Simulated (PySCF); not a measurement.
Compound: PF₃.
InChI=1S/F3P/c1-4(2)3

Level of theory: PBE0-D3(BJ)/def2-SVP geometry optimisation, gas phase in PySCF.

Masses are those of the commonest isotopes; rigid-rotor values at the optimised geometry. 

**Question.** What are A, B and C (cm⁻¹)?

**Answer.** Ia = 67.21, Ib = 67.30, Ic = 109.12 u·Å²; 505379 MHz·u·Å²/I gives 7520, 7509 and 4631 MHz, that is A = 0.25083, B = 0.25048, C = 0.15449 cm⁻¹.

**Question.** Classify the top.

**Answer.** An oblate symmetric top, as the point group C3v requires two equal moments; the computed ones differ by 0.14 % because the geometry is symmetric only within the optimiser's tolerance; Ray's κ = 0.993.

**Question.** What does the inertial defect say?

**Answer.** Not planar: Δ = Ic − Ia − Ib = -25.39 u·Å². For a rigid frame Δ = −2 Σ m c², so Σ m c² = 12.69 u·Å² lies off the ab plane. The atom farthest from that plane is 0.52 Å away.

**Question.** Give the other two planar moments, Paa and Pbb, and the rms extents of the mass along the axes.

**Answer.** Paa = Σ m a² = (Ib + Ic − Ia)/2 = 54.61 and Pbb = Σ m b² = (Ia + Ic − Ib)/2 = 54.51 u·Å². With the mass M = 87.97 u, the rms extents √(P/M) along a, b and c are 0.79, 0.79, 0.38 Å.

**Question.** Where do the R-branch lines fall?

**Answer.** The dipole of 1.30 D lies along the symmetry axis, so ΔK = 0 and J+1 ← J falls at 2B(J+1) for every K: 15.03 GHz, 30.06 GHz, 45.09 GHz, 60.12 GHz, 75.14 GHz for J = 0 to 4.

**Question.** Estimate the classical rotational partition function at 25 K, 200 K and 500 K.

**Answer.** Point group C3v, symmetry number σ = 3; q = (√π/σ)·√((kT/h)³/(ABC)), k/h = 20836.6 MHz/K: 434 at 25 K, 9830 at 200 K, 38900 at 500 K.

PBE0-D3(BJ)/def2-SVP frequencies: not computed here. Zero-point vibration and centrifugal distortion are left out.
